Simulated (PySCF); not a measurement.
# H4SN−, an ion with solvent molecules: interaction energy

One table from this session's results is given with a row withheld; the runs are named, their logs left out.

Computed with PySCF 2.14.0; each step states its level. No surroundings beyond the atoms listed, unless a continuum is named. Atoms count from 0, parts from 1.

## The system as given

6 atoms, charge -1, multiplicity 1; geometry: GFN2-xTB. Parts: 1 = atoms 0–1, `[SH-]`, charge -1; 2 = atoms 2–5, `N`, charge 0.

The first run:

What the job is given:

```
{"job": {"xc": "PBE0", "basis": "def2-TZVPD", "d3": "d3bj", "grid": 3, "kind": "geom", "shake": 0.01}, "charge": -1, "multiplicity": 1, "parts": [{"atoms": "0-1", "charge": -1, "multiplicity": 1}, {"atoms": "2-5", "charge": 0, "multiplicity": 1}]}
S      0.313190     0.322501     0.203510
H     -0.457410    -0.389245    -0.632928
N     -2.201004     0.835807     2.137971
H     -1.978316     0.059274     2.771876
H     -1.476143     0.704742     1.380149
H     -1.873410     1.672616     2.642932
```

The run is started by

```bash
$ OMP_NUM_THREADS=1 python cluster_run.py task.json out
```

The driver reads the jobs from task.json and runs them one after another.

Steps of the session up to this table: Relaxing the molecule at PBE0-D3(BJ)/def2-TZVPD; Coupled-cluster interaction energy: CCSD(T) and MP2, 2.46 Å; Coupled-cluster interaction energy: CCSD(T) and MP2, 2.58 Å; Coupled-cluster interaction energy: CCSD(T) and MP2, 2.70 Å; Coupled-cluster interaction energy: CCSD(T) and MP2, 2.33 Å; Coupled-cluster interaction energy: CCSD(T) and MP2, 3.07 Å; Coupled-cluster interaction energy: CCSD(T) and MP2, 2.21 Å; Coupled-cluster interaction energy: CCSD(T) and MP2, 3.69 Å; Coupled-cluster interaction energy: CCSD(T) and MP2, 4.92 Å.

One of the session's tables, all rows but one given; the rest of the session is left out.

It belongs to the step «Coupled-cluster interaction energy: CCSD(T) and MP2, 4.92 Å». 

```
                 method  interaction energy (kcal/mol)
         HF/aug-cc-pVDZ                          -2.57
        MP2/aug-cc-pVDZ                          -2.57
       CCSD/aug-cc-pVDZ                          -2.54
    CCSD(T)/aug-cc-pVDZ                          -2.54
         HF/aug-cc-pVQZ                          -2.56
        MP2/aug-cc-pVQZ                          -2.59
    SCS-MP2/aug-cc-pVQZ                              ?
      MP2, extrapolated                          -2.59
CCSD(T), limit estimate                          -2.56
```

**Question.** Estimate the row for SCS-MP2/aug-cc-pVQZ.

The run gave: interaction energy (kcal/mol): -2.55. In the column «interaction energy (kcal/mol)» it lies between CCSD(T), limit estimate (-2.56) and CCSD/aug-cc-pVDZ (-2.54).
